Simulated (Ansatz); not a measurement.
A made-up structure of CH4OS, closed shell:

```csv
atom,x (Å),y (Å),z (Å)
C1,-0.6959,0.4568,-0.2672
S2,1.0350,0.1356,-0.5670
O3,1.2630,-1.2453,0.3219
H4,2.2604,-0.3891,-0.8370
H5,-0.9481,1.3153,-0.8963
H6,-0.8923,0.7153,0.7749
H7,1.5445,-0.9830,1.2048
```

It is relaxed with PBE-D4/def2-SVP and then PBE0-D4/def2-TZVP (Ansatz 0.2.0). Atoms count as bonded within 1.22 times the sum of their covalent radii (H–H: 0.88 Å). The end point is not checked to be a true minimum.

Problem. Does its bonding change? (A judgement: the text doesn't fix the answer.)

Solution. By the calculation: No: no bond forms or breaks.

Where it ends: The first stage lowers the energy by 3.52 eV in 13 steps. It ends as CH₄OS ([CH2][SH][OH]):
```xyz
7
angstrom
C -0.2854 0.7765 -0.2863
S 0.9167 -0.1880 -0.7684
O 1.2850 -1.5935 0.1322
H 1.9843 0.4817 -0.2882
H -1.2374 0.6102 -0.7709
H -0.2512 1.3261 0.6448
H 1.1548 -1.4074 1.0708
```

Labels in which every atom is bracketed show which atoms are joined, not bond orders.

For scale, one of the runs: PBE0-D4/def2-TZVP relaxation, 123 basis functions, launched by `ansatz run in.yaml --threads 2 --pin off --events-out ev --progress --plain --max-ram 4352MiB`. The run took about 11 s on 2 CPU threads of an Arm Neoverse V2 (shared host).
